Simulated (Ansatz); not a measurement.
in.yaml

```yaml
crystal:
  periodic: [false, false, false]
  atoms:
    - {symbol: P, position_ang: [0.000000, 0.000000, 0.000000]}
    - {symbol: H, position_ang: [0.000000, 0.000000, 1.442600]}
basis:
  gaussian: {orbitals: "6-31++G**"}
magnetization: {spin_polarized: true, initial_magnetization: 0}
hamiltonian: {xc: {name: r2SCAN}}
output: {forces: true}
```

```sh
$ ansatz run in.yaml --threads 1 --pin off --events-out ev --progress --plain --max-ram 2393MiB
```

Task: Roughly how long does this take on 1 thread of Arm Neoverse V1, shared host, and how much host memory?

Result: 3.5 s wall and 0.09 GiB.

```
304 factors; their error is unknown
mean field evaluation 1: about -9299.7875 eV, gradient 5.1e0 eV
mean field evaluation 2: about -9299.8991 eV, gradient 3.9e0 eV
mean field evaluation 4: about -9299.9735 eV, gradient 2.1e0 eV
mean field evaluation 8: about -9299.9729 eV, gradient 2.1e0 eV
mean field evaluation 16: about -9301.4020 eV, gradient 9.3e-3 eV
mean field evaluation 32: about -9301.3964 eV, gradient 7.6e-2 eV
mean field -9301.39652744 eV, -341.8200176703 hartree, gradient 2.3e-5 eV, S^2 1.009515; 4 other end points of the search recorded, 0 dependent functions left out
the calculation of the forces begins
reference -9301.39654933 eV, -341.8200184747 hartree; 8, 8 occupied and 21, 21 virtual orbitals, 304 factors
Total energy: -9301.39654933 eV, -341.8200184747 hartree
Atom 0 at     0.000000     0.000000     0.000000 Å, force    -0.000000     0.000000     0.195961 eV/Å
Atom 1 at     0.000000     0.000000     1.442600 Å, force     0.000000    -0.000000    -0.195961 eV/Å
Dipole moment:     0.000000    -0.000000     0.144994 e Å
```

Forces (eV/Å):
```
P    0.000  0.000  0.196
H    0.000  0.000 -0.196
```
